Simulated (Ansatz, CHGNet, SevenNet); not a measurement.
# fcc Au: properties by level of theory

Reference values: lattice constant a 4.062 Å (measured, static lattice: zero-point anharmonic expansion removed; as tabulated in Mejia-Rodriguez and Trickey (2018), arXiv:1807.09216); elastic constant C11 202 GPa (measured, 0 K, extrapolated to 0 K; zero-point effects included; as tabulated in Malica and Corso (2021), arXiv:2109.00459); elastic constant C44 45.4 GPa (measured, 0 K, extrapolated to 0 K; zero-point effects included; as tabulated in Malica and Corso (2021), arXiv:2109.00459).

```tsv
level (code)	equilibrium lattice constant a (Å)	elastic constant C11 (GPa)	elastic constant C44 (GPa)	Voigt–Reuss–Hill shear modulus (GPa)
CHGNet 0.3.0 (CHGNet)	4.172	103	8.9	7.4
SevenNet-0 (SevenNet)	4.171	143	8.7	7.8
SevenNet-l3i5 (SevenNet)	4.170	154	8.6	9.7
LDA (Ansatz)	4.047	216	40.9	28.1
PBE (Ansatz)	4.158	157	30.3	21.5
PBEsol (Ansatz)	4.083	196	39.6	27.4
```

Differences from the reference values (errors of the level alone only where the reference is corrected to a static lattice):

```
level          lattice constant a (%)  elastic constant C11 (%)  elastic constant C44 (%)
-------------  ----------------------  ------------------------  ------------------------
CHGNet 0.3.0                    +2.71                       -49                       -80
SevenNet-0                      +2.68                       -29                       -81
SevenNet-l3i5                   +2.66                       -24                       -81
LDA                             -0.37                      +6.9                      -9.9
PBE                             +2.36                       -22                       -33
PBEsol                          +0.52                      -3.0                     -12.8
```

Nearest: lattice constant a, LDA or PBEsol; elastic constant C11, PBEsol or LDA; elastic constant C44, LDA or PBEsol.

Machine-learned potentials (CHGNet 0.3.0, SevenNet-0, SevenNet-l3i5) are trained on DFT data, which may include these solids.

Ansatz's density-functional and Hartree–Fock values are scalar-relativistic unless marked +SOC, with PAW data made under PBE.

Differences are worked out from the printed values.

Static lattice: no zero-point or thermal effects.

Ansatz is a program for electronic structure.
